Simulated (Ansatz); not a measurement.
A run of Ansatz (development build ahead of 0.2.0) on singlet CO₂ at this shape:

```xyz
3

O    -0.0130   -0.0123   -1.2060
C    -0.0472    0.0129   -0.0104
O     0.0186    0.0373    1.1318
```

Its results:

```
Converged                       : yes
Reference energy                : -187.64597 hartree
Correlation energy              : -0.48427 hartree
Total energy                    : -188.13024 hartree
Spin squared of the determinant : 0.000
```

Question: Which input gives this output? Name the method, the orbitals and the basis set, and write the input.

Answer: RHF-MP2 in cc-pVDZ. An unrestricted run that stays on the closed shell gives the same numbers.

```yaml
crystal:
  periodic: [false, false, false]
  atoms:
    - { symbol: O, position_ang: [-0.01298, -0.01235, -1.20599] }
    - { symbol: C, position_ang: [-0.04718, 0.01286, -0.01042] }
    - { symbol: O, position_ang: [0.01863, 0.03734, 1.13176] }
basis:
  gaussian: { orbitals: cc-pVDZ }
hamiltonian:
  xc: hf
correlation:
  method: mp2
  frozen_orbitals: { C: 1, O: 1 }
```
